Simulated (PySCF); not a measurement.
Donors bound to In(H)3. Gas-phase values, no solvent. One relaxed conformer stands for each flexible species; it need not be the lowest. Strings in code marks are SMILES.

Method: PySCF with B3LYP-D3(BJ)/def2-TZVP // PBE0-D4/def2-SVP. All candidates: neutral, multiplicity 1. B3LYP has the VWN-RPA correlation part, as in Gaussian. 

| Item | Result |
|---|---|
| HOMO–LUMO gap | 8.99 eV |
| HOMO | -8.62 eV |
| dipole moment | 2.10 D |

Q: Say which member has these values.
(A) `O`
(B) `CSC`
(C) `[InH3]`
(D) `COC`

A: A, `O`. The others give `COC`: 8.23 eV, -7.21 eV, 1.16 D; `[InH3]`: 5.79 eV, -8.00 eV, 0.00 D; `CSC`: 6.72 eV, -6.03 eV, 1.51 D
